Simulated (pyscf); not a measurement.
PySCF, gas phase, ωB97X-D3(BJ)/def2-SVP geometries. MP2 and CC: frozen core, UHF for open shells. ΔMP2 is the change of the MP2 total energy from the triple- to the quadruple-zeta basis.

### Question
PBE/def2-TZVP puts the barrier of Be [singlet] + hydrogen chloride (HCl) -> HBe–Cl (insertion; singlet surface; Cl–H broken, Be–Cl, Be–H formed) at 0.49 eV and the reaction energy at -3.59 eV, from the separated reactants. What do r²SCAN/def2-TZVP, M06-2X/def2-TZVP, CCSD(T)/def2-TZVPP + ΔMP2(QZVPP) give on the same structures?

### Answer
r²SCAN: ΔE‡ = 0.62 eV, ΔE = -3.78 eV; M06-2X: ΔE‡ = 0.96 eV, ΔE = -3.64 eV; CCSD(T): ΔE‡ = 1.03 eV, ΔE = -3.37 eV. PBE's barrier lies under all of them, by 0.13 to 0.54 eV. Its reaction energy lies among theirs. Low barriers are usual for a GGA, whose delocalisation error favours stretched bonds. One closed-shell reference is unstable to symmetry breaking; treat the single-reference values with care. The CCSD(T) − MP2 part came from Ansatz, without density fitting, on the same reference.
